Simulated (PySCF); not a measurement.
## AlN₂ + HCl → AlHCl + N₂

Level: PBE0 in the def2-TZVP basis family, all electrons, no relativity, computed in PySCF with density fitting; open shells unrestricted.

```csv
species,state and structure,E (Eh),ZPE (kJ/mol),H(298 K) − H(0) (kJ/mol),S° (J/(mol K))
AlN₂,"doublet, C∞v, Al–N 1.982 Å, N–N 1.127 Å; Al–N–N 180.0°",-351.70336,16.2,12.7,256.0
HCl,"singlet, C∞v, H–Cl 1.279 Å",-460.66440,17.9,8.7,186.6
AlHCl,"doublet, Cs, Al–Cl 2.113 Å, Al–H 1.603 Å; Cl–Al–H 115.6°",-702.99985,17.2,11.0,258.1
N₂,"singlet, D∞h, N–N 1.089 Å",-109.44629,14.9,8.7,191.4
```

What is the electronic reaction energy?

At PBE0/def2-TZVP, ΔE = -205.8 kJ/mol from the differences of the total energies times 2625.5, downhill. 

Add zero-point, thermal and entropy terms for 298.15 K and 1 bar.

ΔZPE = -2.0 and Δ[H(298) − H(0)] = -1.7 kJ/mol give ΔH° = -209.5 kJ/mol. ΔS° = 6.9 J/(mol K), so ΔG° = -209.5 − 298.15 × (0.0069) = -212 kJ/mol.

Only the bonding shown was studied: isomers, or loss of a ligand pair, can lie lower.
